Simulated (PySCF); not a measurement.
## Gas-phase XPS of `[SiH3]Cl`, computed

ClH3Si.
Cartesian coordinates in Å at the PBE0-D3(BJ)/def2-SVP level; atoms count from 1:
```xyz
5
ClH3Si angstrom
Si    -0.1202   -0.0054   -0.0114
Cl     1.9432    0.1024    0.0625
H     -0.5155   -1.0243   -1.0226
H     -0.6593    1.3286   -0.3946
H     -0.6309   -0.3957    1.3317
```

Theory: PySCF, delta-SCF UKS SCAN, pcX-2 on the ionised atom, pcseg-1 elsewhere, spin-free X2C. Each binding energy is the total energy of the core-ionised species, with the hole localised on one atom, minus that of the ground state; both are solved self-consistently, so orbital relaxation is included.

Question: What binding energy does each computed site have?

Answer: 
```tsv
atom(s)	environment	level	binding energy (eV)	2p1/2 (eV)	count
Si1	chlorine-bound silicon	Si 2p3/2	108.20	108.82	1
Si1	chlorine-bound silicon	Si 1s	1848.06	–	1
Cl2	silicon-bound chlorine	Cl 2p3/2	206.21	207.87	1
Cl2	silicon-bound chlorine	Cl 1s	2828.81	–	1
```

Question: Give the binding energy of Cl 1s of Cl2 (atom 2) in hartree and in kJ/mol.

Answer: 2828.81 eV = 103.9569 Eh = 272939 kJ/mol.

Question: Which photon wavelength matches the Cl 1s of Cl2 threshold?

Answer: λ = hc/E = 12398.42 eV Å / 2828.81 eV = 4.383 Å.

Spin–orbit coupling isn't in the SCF: each 2p doublet comes from a relaxed spin-free hole plus a matrix of the shell (mean-field spin–orbit coupling and the ground-state 2p splitting), with 2p3/2 averaged over its two sublevels. 2p1/2 minus 2p3/2 (ligand field included): Si 0.63 eV, Cl 1.65 eV. Isolated species at its PBE0-D3(BJ)/def2-SVP geometry, gas phase.
